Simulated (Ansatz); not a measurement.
**AlB2H5: small, medium and large basis sets**

An exercise on one series of results from a longer session: the logs are not shown, and one member is left open.

Program: Ansatz 0.2.0, Gaussian basis. Level of theory: one geometry, several basis sets. These are calculated values, not measurements.

The runs, in order: PBE0-D4/def2-SVP; ωB97M-V/def2-SVP; PBE0-D4/def2-QZVPP; ωB97M-V/def2-QZVPP; the functionals' def2-TZVPP values are taken from earlier runs.

### The geometry

The geometry comes from an earlier relaxation with PBE0-D4 in a triple-zeta def2 set; it is a stationary point, not always the lowest conformer.

8 atoms, charge 0, spin multiplicity 1.

Atoms are counted from 1 here; the program's logs count them from 0.

Bond lengths: B1–B2 1.526 Å, B1–Al3 2.153 Å, B1–H4 1.232 Å, B1–H5 1.198 Å, B2–Al3 2.347 Å, B2–H6 1.182 Å, Al3–H7 1.592 Å, Al3–H8 1.582 Å. Angles: B2–B1–Al3 77.2°, B2–B1–H4 121.1°, B2–B1–H5 120.9°, Al3–B1–H4 69.1°, Al3–B1–H5 114.8°, H4–B1–H5 116.9°, B1–B2–Al3 63.5°, B1–B2–H6 176.9°, Al3–B2–H6 117.9°, B1–Al3–B2 39.4°, B1–Al3–H7 117.3°, B1–Al3–H8 117.6°, B2–Al3–H7 92.4°, B2–Al3–H8 144.1°, H7–Al3–H8 121.9°.

Geometry (Å):

```xyz
8
AlB2H5
B    -0.9103    0.5968   -0.3034
B     0.4703    1.1217   -0.6884
Al    0.4132   -0.8802    0.5357
H    -1.2680   -0.5408   -0.6144
H    -1.5875    1.1777    0.4958
H     1.5275    1.5803   -0.9513
H     1.4367   -1.5917   -0.4549
H     0.0102   -1.5209    1.9251
```

The first run:

File in.yaml:

```yaml
crystal:
  periodic: [false, false, false]
  atoms:
    - {symbol: B, position_ang: [-0.910322, 0.596770, -0.303386]}
    - {symbol: B, position_ang: [0.470348, 1.121704, -0.688409]}
    - {symbol: Al, position_ang: [0.413197, -0.880168, 0.535714]}
    - {symbol: H, position_ang: [-1.267963, -0.540830, -0.614385]}
    - {symbol: H, position_ang: [-1.587543, 1.177742, 0.495767]}
    - {symbol: H, position_ang: [1.527531, 1.580332, -0.951270]}
    - {symbol: H, position_ang: [1.436710, -1.591716, -0.454902]}
    - {symbol: H, position_ang: [0.010241, -1.520934, 1.925074]}
basis:
  gaussian: {orbitals: def2-SVP}
hamiltonian: {xc: pbe0, dispersion: d4}
output: {orbitals: {seedname: orbitals}}
```

On the command line:

```
$ ansatz run in.yaml --threads 2 --pin off --events-out ev --progress --plain --max-ram 4352MiB
```

Steps of the session up to this table: PBE0-D4 in def2-SVP; ωB97M-V in def2-SVP; PBE0-D4 in def2-QZVPP; ωB97M-V in def2-QZVPP.

One table of the session follows, with a row left open; its other results are not shown here.

It belongs to the step «Density functionals: the series». 

| functional | basis | HOMO (eV) | LUMO (eV) |
| --- | --- | --- | --- |
| PBE0-D4 | def2-SVP | -6.97 | -2.29 |
| PBE0-D4 | def2-TZVPP | -6.98 | -2.32 |
| PBE0-D4 | def2-QZVPP | -6.98 | -2.33 |
| ωB97M-V | def2-SVP | ? | ? |
| ωB97M-V | def2-TZVPP | -9.01 | -0.33 |
| ωB97M-V | def2-QZVPP | -9.01 | -0.36 |

Q: Estimate the row for ωB97M-V, def2-SVP from the others.

The run gave: HOMO (eV): -8.97; LUMO (eV): -0.22. In the column «HOMO (eV)» it lies between ωB97M-V, def2-QZVPP (-9.01) and PBE0-D4, def2-TZVPP (-6.98).
